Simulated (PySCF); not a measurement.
# UHF/cc-pCVDZ (sfX2C) run of CF (SMILES [C]F)

Aim: the energy change on altering one bond length of CF at UHF/cc-pCVDZ (sfX2C), from 2 runs. Input form: a Python script.

The results are computed with PySCF 2.14.0.

8 further runs of the same task are left out: 3 that didn't finish, 5 set aside as unsound or not needed.

**1. The structure to begin with**

The species is CF (2 atoms), meant as a doublet with charge 0. SMILES: `[C]F`. Geometry: relaxed at GFN2-xTB.

Bond lengths: C1–F2 1.274 Å.

**2. Energy and gradient at UHF/cc-pCVDZ (sfX2C)**

calc.py

```python
# CF
from pyscf import gto

mol = gto.M(
    atom='''
C      0.000000     0.000000     0.000000
F      0.000000     0.000000     1.274400
''',
    max_memory=1860,
    verbose=3,
    spin=1,
    basis='cc-pcvdz',
)

mf = mol.UHF()
mf = mf.x2c()
mf = mf.newton()
mf.kernel()

e_tot = mf.e_tot
print('E(%s) = %.9f' % ('HF', e_tot))
grad = mf.nuc_grad_method().kernel()
mf.analyze()
```

The run is started by

```
$ OMP_NUM_THREADS=1 python calc.py
```

The log of the run:

```text
converged SCF energy = -137.276516503503  <S^2> = 0.75969777  2S+1 = 2.0096744
E(HF) = -137.276516504
--------------- SecondOrdersfX2C1eUHF gradients ---------------
         x                y                z
0 C    -0.0000000000    -0.0000000000    -0.0081616198
1 F     0.0000000000     0.0000000000     0.0081616198
----------------------------------------------
**** MO energy ****
                             alpha | beta                alpha | beta
MO #1   energy= -26.4108455673168  | -26.4047726366564  occ= 1 | 1
MO #2   energy= -11.3881529486094  | -11.3624703481657  occ= 1 | 1
MO #3   energy= -1.72918771244109  | -1.71088813930813  occ= 1 | 1
MO #4   energy= -0.939510368657794 | -0.896627996999703 occ= 1 | 1
MO #5   energy= -0.795490107855502 | -0.737047397988704 occ= 1 | 1
MO #6   energy= -0.738637283235713 | -0.722747526510216 occ= 1 | 1
MO #7   energy= -0.595277726943672 | -0.523166595041987 occ= 1 | 1
MO #8   energy= -0.393069868984144 | 0.102718391113676  occ= 1 | 0
MO #9   energy= 0.0798097012615393 | 0.156923207892646  occ= 0 | 0
MO #10  energy= 0.329428997066109  | 0.349412781594672  occ= 0 | 0
MO #11  energy= 0.609681850430671  | 0.702783560412711  occ= 0 | 0
MO #12  energy= 0.683552374237052  | 0.722757570474964  occ= 0 | 0
MO #13  energy= 0.684585301521484  | 0.751750735599457  occ= 0 | 0
MO #14  energy= 0.762324450275351  | 0.78284292891554   occ= 0 | 0
MO #15  energy= 1.2907763674858    | 1.29731778149082   occ= 0 | 0
MO #16  energy= 1.3305005621287    | 1.40712165563175   occ= 0 | 0
MO #17  energy= 1.33247566856345   | 1.41211454884937   occ= 0 | 0
MO #18  energy= 1.37091997476544   | 1.41404748801339   occ= 0 | 0
MO #19  energy= 1.40351296694137   | 1.43477164672262   occ= 0 | 0
MO #20  energy= 1.55144164313885   | 1.5618001115644    occ= 0 | 0
MO #21  energy= 1.55946742293962   | 1.58858414749432   occ= 0 | 0
MO #22  energy= 2.0402279213665    | 2.06035129333344   occ= 0 | 0
MO #23  energy= 2.32260117116902   | 2.32774910537047   occ= 0 | 0
MO #24  energy= 3.90638993246663   | 3.91940579714826   occ= 0 | 0
MO #25  energy= 3.90641953162711   | 3.91943083219469   occ= 0 | 0
MO #26  energy= 4.15894091785388   | 4.16327829102815   occ= 0 | 0
MO #27  energy= 4.16282645724368   | 4.17842685311446   occ= 0 | 0
MO #28  energy= 4.48086520235227   | 4.48918839574546   occ= 0 | 0
MO #29  energy= 19.1887610274147   | 19.2086305530018   occ= 0 | 0
MO #30  energy= 22.3405219515899   | 22.3554687059587   occ= 0 | 0
MO #31  energy= 22.3496464963392   | 22.3815801163714   occ= 0 | 0
MO #32  energy= 22.964186846691    | 22.9697787521862   occ= 0 | 0
MO #33  energy= 42.5276761264256   | 42.5322499467956   occ= 0 | 0
MO #34  energy= 48.4935762235339   | 48.4973185885364   occ= 0 | 0
MO #35  energy= 48.4965515799033   | 48.5048225328473   occ= 0 | 0
MO #36  energy= 48.6932989399313   | 48.694064922034    occ= 0 | 0

To work with the spin densities directly, `use mulliken_meta_spin()` only printing them here.

 ** Mulliken spin pop alpha/beta on meta-lowdin orthogonal AOs **
 ** Mulliken Spin Density (per atom)  **
spin density of  0 C =      0.94782
spin density of  1 F =      0.05218
 ** Mulliken pop alpha/beta on meta-lowdin orthogonal AOs **
 ** Mulliken atomic charges   ( Nelec_alpha | Nelec_beta ) **
charge of  0C =      0.18648  (     3.38067      2.43285 )
charge of  1F =     -0.18648  (     4.61933      4.56715 )
Dipole moment(X, Y, Z, Debye): -0.00000, -0.00000,  0.34541
```

It took 0.82 s on 1 thread of Arm Neoverse V2, shared host; peak memory 0.12 GiB.

**3. The distorted shape at the same level**

run.py

```python
import pyscf.grad
from pyscf import gto, scf

mol = gto.Mole()
mol.atom = 'C 0.000000 0.000000 0.127440; F 0.000000 0.000000 1.274400'
mol.verbose = 3
mol.charge = 0
mol.basis = 'cc-pcvdz'
mol.max_memory = 1860
mol.spin = 1
mol.build()

mf = scf.UHF(mol)
mf = mf.sfx2c1e()
mf = mf.newton()
mf.kernel()

e_final = mf.e_tot
print('Final energy', e_final)
grad = mf.Gradients().kernel()
mf.analyze()
```

The run is started by

```
$ OMP_NUM_THREADS=1 python run.py
```

The log of the run:

```text
converged SCF energy = -137.258667219379  <S^2> = 0.75845144  2S+1 = 2.0084337
Final energy -137.25866721937865
--------------- SecondOrdersfX2C1eUHF gradients ---------------
         x                y                z
0 C    -0.0000000000     0.0000000000     0.1830848509
1 F     0.0000000000    -0.0000000000    -0.1830848509
----------------------------------------------
**** MO energy ****
                             alpha | beta                alpha | beta
MO #1   energy= -26.4468346146302  | -26.4386566324629  occ= 1 | 1
MO #2   energy= -11.3573349025762  | -11.3332293729554  occ= 1 | 1
MO #3   energy= -1.82679780842123  | -1.8047471130467   occ= 1 | 1
MO #4   energy= -0.991906807512485 | -0.959000412331939 occ= 1 | 1
MO #5   energy= -0.864131274535944 | -0.796567329119826 occ= 1 | 1
MO #6   energy= -0.800501873549166 | -0.777196143405918 occ= 1 | 1
MO #7   energy= -0.584621037230448 | -0.504288749116796 occ= 1 | 1
MO #8   energy= -0.348197112073422 | 0.136320026823622  occ= 1 | 0
MO #9   energy= 0.115030948028218  | 0.187351356951551  occ= 0 | 0
MO #10  energy= 0.358198838203319  | 0.372144922390664  occ= 0 | 0
MO #11  energy= 0.612577428153021  | 0.703195617853892  occ= 0 | 0
MO #12  energy= 0.685680170963589  | 0.745315600307173  occ= 0 | 0
MO #13  energy= 0.711784866718018  | 0.750833067905526  occ= 0 | 0
MO #14  energy= 0.911169224766068  | 0.943907265155321  occ= 0 | 0
MO #15  energy= 1.21890949433536   | 1.22513557743778   occ= 0 | 0
MO #16  energy= 1.33463022572568   | 1.41176006029938   occ= 0 | 0
MO #17  energy= 1.33634553951843   | 1.41350426337886   occ= 0 | 0
MO #18  energy= 1.42040791617177   | 1.44980060884053   occ= 0 | 0
MO #19  energy= 1.44773388235418   | 1.46573965650884   occ= 0 | 0
MO #20  energy= 1.53142604924083   | 1.5522827404791    occ= 0 | 0
MO #21  energy= 1.54790311173511   | 1.59192254187064   occ= 0 | 0
MO #22  energy= 2.16379040207971   | 2.17649388455947   occ= 0 | 0
MO #23  energy= 2.32776630861361   | 2.34016851382472   occ= 0 | 0
MO #24  energy= 3.87516508232253   | 3.89286710738147   occ= 0 | 0
MO #25  energy= 3.87522265648957   | 3.89287550989213   occ= 0 | 0
MO #26  energy= 4.24230414158423   | 4.24929017300387   occ= 0 | 0
MO #27  energy= 4.24754284657481   | 4.26817025966843   occ= 0 | 0
MO #28  energy= 4.64972642643324   | 4.6607565484954    occ= 0 | 0
MO #29  energy= 19.2849523012235   | 19.3032183150885   occ= 0 | 0
MO #30  energy= 22.3925507315986   | 22.4067327433829   occ= 0 | 0
MO #31  energy= 22.4012393215545   | 22.431643867016    occ= 0 | 0
MO #32  energy= 23.3394700326882   | 23.3447843509267   occ= 0 | 0
MO #33  energy= 42.5300326306952   | 42.5361415099105   occ= 0 | 0
MO #34  energy= 48.4666537275653   | 48.4719583356858   occ= 0 | 0
MO #35  energy= 48.4706220766142   | 48.4813555391354   occ= 0 | 0
MO #36  energy= 48.8558480718919   | 48.8572810804784   occ= 0 | 0

To work with the spin densities directly, `use mulliken_meta_spin()` only printing them here.

 ** Mulliken spin pop alpha/beta on meta-lowdin orthogonal AOs **
 ** Mulliken Spin Density (per atom)  **
spin density of  0 C =      0.92107
spin density of  1 F =      0.07893
 ** Mulliken pop alpha/beta on meta-lowdin orthogonal AOs **
 ** Mulliken atomic charges   ( Nelec_alpha | Nelec_beta ) **
charge of  0C =      0.08913  (     3.41597      2.49490 )
charge of  1F =     -0.08913  (     4.58403      4.50510 )
Dipole moment(X, Y, Z, Debye): -0.00000,  0.00000,  1.15778
```

It took 0.82 s on 1 thread of Arm Neoverse V2, shared host; peak memory 0.12 GiB.

**4. Results**

At UHF/cc-pCVDZ (sfX2C):

```
                                                         quantity          value
                                        first shape: total energy  -137.27652 Eh
                                       first shape: dipole moment         0.35 D
                  first shape: HOMO energy (highest over α and β)      -10.70 eV
                   first shape: LUMO energy (lowest over α and β)        2.17 eV
                                                first shape: ⟨S²⟩          0.760
                            first shape: largest force on an atom     0.420 eV/Å
                                    distorted shape: total energy  -137.25867 Eh
                                   distorted shape: dipole moment         1.16 D
              distorted shape: HOMO energy (highest over α and β)       -9.47 eV
               distorted shape: LUMO energy (lowest over α and β)        3.13 eV
                                            distorted shape: ⟨S²⟩          0.758
                        distorted shape: largest force on an atom     9.415 eV/Å
energy change with the C1–F2 bond shortened from 1.274 to 1.147 Å       0.486 eV
```

In words: With the C1–F2 bond shortened from 1.274 to 1.147 Å the energy rises by 0.49 eV (11.2 kcal/mol). The first shape isn't relaxed at this level, so the change isn't measured from a minimum. The largest force (first shape) is 0.42 eV/Å: the shape isn't a stationary point for this species at this level.
